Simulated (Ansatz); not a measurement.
PdS2 (Pbca, No. 61) was calculated with PBE0 (Ansatz, an electronic-structure program, plane waves, PAW).

Numerical settings: plane-wave cutoff 500 eV, 4×4×4 k mesh, gaussian smearing 0.02 eV, scalar-relativistic PAW data made under PBE.

Cell (relaxed with r²SCAN):

```yaml
crystal:
  lattice:
    - [5.47968, 0.00000, 0.00000]
    - [0.00000, 5.56856, 0.00000]
    - [0.00000, 0.00000, 7.89060]
  atoms:
    - { symbol: Pd, position: [0.50000, 0.00000, 0.50000] }
    - { symbol: Pd, position: [0.00000, 0.00000, 0.00000] }
    - { symbol: Pd, position: [0.00000, 0.50000, 0.50000] }
    - { symbol: Pd, position: [0.50000, 0.50000, 0.00000] }
    - { symbol: S, position: [0.60483, 0.11064, 0.07865] }
    - { symbol: S, position: [0.39517, 0.88936, 0.92135] }
    - { symbol: S, position: [0.89517, 0.88936, 0.57865] }
    - { symbol: S, position: [0.10483, 0.11064, 0.42135] }
    - { symbol: S, position: [0.10483, 0.38936, 0.92135] }
    - { symbol: S, position: [0.89517, 0.61064, 0.07865] }
    - { symbol: S, position: [0.39517, 0.61064, 0.42135] }
    - { symbol: S, position: [0.60483, 0.38936, 0.57865] }
```

### Question
Predict the band gap.

### Answer

- band gap: 2.00 eV (on the SCF k mesh)

Measured, for comparison: band gap 0.7 eV (temperature not stated, no zero-point or thermal correction, indirect, bulk, cited; as tabulated in Two-dimensional noble-metal chalcogenides and phosphochalcogenides, Angew. …).

Note: cell and atoms aren't relaxed at this level (largest force component 0.21 eV/Å, pressure -1.0 GPa); the cell has widely spaced layers and the level no dispersion term, so their spacing and the moduli can rest on weak binding.

Spin–orbit coupling is not included.

Static lattice: no zero-point or thermal effects.

It cost around 30 core-minutes (rough) of CPU time.
